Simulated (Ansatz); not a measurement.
```yaml
crystal:
  periodic: [false, false, false]
  atoms:
    - {symbol: Al, position_ang: [0.000000, -0.000000, -0.007878]}
    - {symbol: Cl, position_ang: [-0.000000, 0.000000, 2.137991]}
basis:
  gaussian: {orbitals: def2-mTZVPP}
hamiltonian: {xc: {name: CAM-B3LYP}}
accuracy: high
output: {forces: true}
```

```sh
$ ansatz run in.yaml --threads 2 --pin off --events-out ev --progress --plain --max-ram 22528MiB --backend cpu
```

It prints (some lines left out):

```
Functional definition: CAM-B3LYP
762 factors; integrals over basis functions are off by at most 3.9e-9 eV
245 factors; integrals over basis functions are off by at most 1.2e-9 eV
mean field evaluation 1: about -19120.9624 eV, gradient 1.6e1 eV
mean field evaluation 2: about -19121.1379 eV, gradient 1.7e1 eV
mean field evaluation 4: about -19121.7886 eV, gradient 2.4e-1 eV
mean field evaluation 8: about -19121.7906 eV, gradient 1.5e-3 eV
mean field evaluation 16: about -19121.7906 eV, gradient 7.3e-8 eV
mean field -19121.79059753 eV, -702.7128432442 hartree, gradient 8.8e-9 eV, S^2 0.000000; 0 other end points of the search recorded, 0 dependent functions left out
reference -19121.79061052 eV, -702.7128437213 hartree; 15, 15 occupied and 34, 34 virtual orbitals, 762 factors
Total energy: -19121.79061052 eV, -702.7128437213 hartree
Atom 0 at     0.000000    -0.000000    -0.007878 Å, force    -0.000000    -0.000000    -0.105357 eV/Å
Atom 1 at    -0.000000     0.000000     2.137991 Å, force    -0.000000    -0.000000     0.105357 eV/Å
Dipole moment:    -0.000000     0.000000    -0.357696 e Å
```

Hardware: 2 threads of an AMD EPYC 7R13 on a shared host. Wall time 1.4 s, peak host memory 0.17 GiB.
